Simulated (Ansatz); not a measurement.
Results of PBE0 in Ansatz (plane waves, PAW) for rock-salt EuN.

Numerical settings: plane-wave cutoff 460 eV, 10×10×10 k mesh, Fermi–Dirac smearing 0.01 eV, spin-polarised with parallel moments, scalar-relativistic PAW data made under PBE.

Computed at the level's own relaxed cell.

Task: Give the computed equilibrium volume per atom, bulk modulus B0 and lattice parameter a.

Result: 
equilibrium volume per atom: 16.44 Å³/atom
bulk modulus B0: 108 GPa
lattice parameter a: 5.086 Å

The run finds no gap.

Note: the magnetic order was assumed, not searched for or taken from measurement; the state of the 4f shell is in doubt.

Spin–orbit coupling is not included; it can open a gap where bands touch, and shift volumes and moduli.

The computed numbers hold no vibrational or temperature effects.

Cost on a shared machine: roughly 50 core-minutes.

Ansatz is a first-principles code.
